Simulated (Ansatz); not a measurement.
# SiNH₅ (triplet): from Hartree-Fock to the top rungs at distance Si1–H5 along a hydrogen transfer = 1.485 Å, cc-pVDZ

Aim: climb from Hartree-Fock through coupled cluster and multireference methods for SiNH₅ (triplet) at one geometry and basis, and see what each rung misses.

Method: cc-pVDZ, core rule «outside noble gas», up to 6 orbitals frozen; program: Ansatz 0.2.0, Gaussian basis.

To be run: UHF; CCSD(T) on ROHF; CCSD(T) on UHF; BCCD(T) on ROHF; CISD; CCSDT(Q) on ROHF; CCSDT(Q) on UHF; CASSCF and MRCISD+Q, 4 electrons in 4 orbitals; CASSCF and NEVPT2, 4 electrons in 4 orbitals.

## 1. What is computed

The geometry derives from fragments relaxed apart (PBE0/def2-TZVP) and kept rigid, so it is no stationary point. A hydrogen atom is moved between rigid fragments.

7 atoms, charge 0, spin multiplicity 3.

Atoms are counted from 1 here; the program's logs count them from 0.

Bond lengths: Si1–H2 1.485 Å, Si1–H3 1.485 Å, Si1–H4 1.485 Å, Si1–H5 1.485 Å, N6–H7 1.040 Å. Angles: H2–Si1–H3 109.5°, H2–Si1–H4 109.5°, H2–Si1–H5 109.5°, H3–Si1–H4 109.5°, H3–Si1–H5 109.5°, H4–Si1–H5 109.5°.

## 2. UHF

Input file in.yaml:

```yaml
crystal:
  periodic: [false, false, false]
  atoms:
    - {symbol: Si, position_ang: [-0.936924, 0.021476, 0.000000]}
    - {symbol: H, position_ang: [-1.431796, 1.421184, 0.000000]}
    - {symbol: H, position_ang: [-1.431795, -0.678378, 1.212183]}
    - {symbol: H, position_ang: [-1.431796, -0.678378, -1.212182]}
    - {symbol: H, position_ang: [0.547691, 0.021476, 0.000000]}
    - {symbol: N, position_ang: [1.986076, 0.021476, -0.000001]}
    - {symbol: H, position_ang: [2.255158, -0.982751, -0.000001]}
basis:
  gaussian: {orbitals: cc-pVDZ}
magnetization: {spin_polarized: true, initial_magnetization: 2}
hamiltonian: {xc: hf}
output: {orbitals: {seedname: orbitals}}
```

Started as:

```console
$ ansatz run in.yaml --threads 1 --pin off --events-out ev --progress --plain --max-ram 2816MiB --backend cpu
```

After this run come: CCSD(T) on ROHF; CCSD(T) on UHF; BCCD(T) on ROHF; CISD; CCSDT(Q) on ROHF; CCSDT(Q) on UHF; CASSCF and MRCISD+Q, 4 electrons in 4 orbitals; CASSCF and NEVPT2, 4 electrons in 4 orbitals.

**Question.** What will the summary of the whole plan be? Wanted: UCCSDT(Q) below the RHF energy; RMP2 from UCCSDT(Q); UMP2 from UCCSDT(Q); RCCSD from UCCSDT(Q); RCCSD(T) from UCCSDT(Q); UCCSD(T) from UCCSDT(Q); RCCSDT(Q) from UCCSDT(Q); NEVPT2 pair from UCCSDT(Q); MRCISD+Q pair from UCCSDT(Q).

As calculated:

| quantity | value |
| --- | --- |
| UCCSDT(Q) below the RHF energy | -8.2292 eV |
| RMP2 from UCCSDT(Q) | +1557.6 meV |
| UMP2 from UCCSDT(Q) | +1555.8 meV |
| RCCSD from UCCSDT(Q) | +197.4 meV |
| RCCSD(T) from UCCSDT(Q) | +39.1 meV |
| UCCSD(T) from UCCSDT(Q) | +38.5 meV |
| RCCSDT(Q) from UCCSDT(Q) | +1.3 meV |
| NEVPT2 pair from UCCSDT(Q) | +1498.5 meV |
| MRCISD+Q pair from UCCSDT(Q) | +84.0 meV |
| levels within 1 kcal/mol (43 meV) | RCCSD(T), UCCSD(T), BCCD(T), RCCSDT, UCCSDT, RCCSDT(Q) |
| T1 diagnostic | 0.024 |

What this shows: RCCSD(T) misses by +39.1 meV, 0.5 % of the correlation energy. Of the multireference levels listed MRCISD+Q pair comes nearest in total energy (+84.0 meV), which doesn't show that its space is the better one. These misses are within one basis, not against nature; the frozen cores of restricted and unrestricted runs differ, which can shift their rows.
